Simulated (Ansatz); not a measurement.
# C2H3O (doublet): the correlation ladder, cc-pVDZ

An exercise on one series of results from a longer session: the logs are not shown, and one member is left open.

Computed with Ansatz 0.2.0, Gaussian basis. Level: cc-pVDZ, core rule «outside noble gas», up to 3 orbitals frozen.

Plan: UHF; CCSD(T) on ROHF; CCSD(T) on UHF; BCCD(T) on ROHF; CISD; CCSDT(Q) on ROHF; CCSDT(Q) on UHF; CASSCF and MRCISD+Q, 9 electrons in 9 orbitals; CASSCF and NEVPT4(SD), 9 electrons in 9 orbitals; CASSCF and NEVPT2, 9 electrons in 9 orbitals.

14 further runs of the same task are left out: 1 that didn't finish, 13 set aside as unsound or not needed.

## The geometry

The geometry is an MP2(full)/6-31G* stationary point (not a proven minimum).

6 atoms, charge 0, spin multiplicity 2.

Atoms are counted from 1 here; the program's logs count them from 0.

Bond lengths: C1–C2 1.513 Å, C1–H3 1.093 Å, C1–H4 1.092 Å, C1–H5 1.092 Å, C2–O6 1.196 Å. Angles: C2–C1–H3 111.1°, C2–C1–H4 108.6°, C2–C1–H5 108.6°, H3–C1–H4 110.4°, H3–C1–H5 110.4°, H4–C1–H5 107.6°, C1–C2–O6 127.5°.

Set-up of the first run:

The input, in.yaml:

```yaml
crystal:
  periodic: [false, false, false]
  atoms:
    - {symbol: C, position_ang: [-1.063094, -0.710792, 0.000000]}
    - {symbol: C, position_ang: [-0.084803, 0.443305, 0.000000]}
    - {symbol: H, position_ang: [-0.540354, -1.670815, 0.000000]}
    - {symbol: H, position_ang: [-1.702429, -0.626249, 0.881061]}
    - {symbol: H, position_ang: [-1.702429, -0.626249, -0.881061]}
    - {symbol: O, position_ang: [1.110266, 0.384967, 0.000000]}
basis:
  gaussian: {orbitals: cc-pVDZ}
magnetization: {spin_polarized: true, initial_magnetization: 1}
hamiltonian: {xc: hf}
output: {orbitals: {seedname: orbitals}}
```

Launch:

```
ansatz run in.yaml --threads 1 --pin off --events-out ev --progress --plain --max-ram 4096MiB --backend cpu
```

Steps of the session up to this table: UHF; CCSD(T) on ROHF; CCSD(T) on UHF; BCCD(T) on ROHF; CISD; CCSDT(Q) on ROHF; CCSDT(Q) on UHF; CASSCF and MRCISD+Q, 9 electrons in 9 orbitals; CASSCF and NEVPT4(SD), 9 electrons in 9 orbitals; CASSCF and NEVPT2, 9 electrons in 9 orbitals.

One of the session's tables, all rows but one given; the rest of the session is left out.

| method | from UCCSDT(Q) (kJ/mol) |
| --- | --- |
| ROHF | +1267.7 |
| UHF | +1255.2 |
| RMP2 | +108.2 |
| UMP2 | +111.8 |
| CISD | +178.6 |
| RCCSD | +47.2 |
| UCCSD | ? |
| RCCSD(T) | +6.0 |
| UCCSD(T) | +6.2 |
| BCCD(T) | +6.1 |
| RCCSDT | +3.8 |
| UCCSDT | +3.7 |
| RCCSDT(Q) | +0.6 |
| UCCSDT(Q) | 0 |

Q: Estimate the row for UCCSD from the others.

As computed: from UCCSDT(Q) (kJ/mol): +46.7. In the column «from UCCSDT(Q) (kJ/mol)» it lies between UCCSD(T) (+6.2) and RCCSD (+47.2).

Limits of these values: Left out of the table: CASSCF frontier, NEVPT4(SD) frontier, MRCISD frontier, MRCISD+Q frontier (the active space lost an orbital or holds another state than full CI finds). Restricted and unrestricted rows rest on different reference determinants; where their highest levels disagree by more than a few hundredths of an eV, they describe different states and don't form one ladder. Warnings in the runs' records: passed over end.
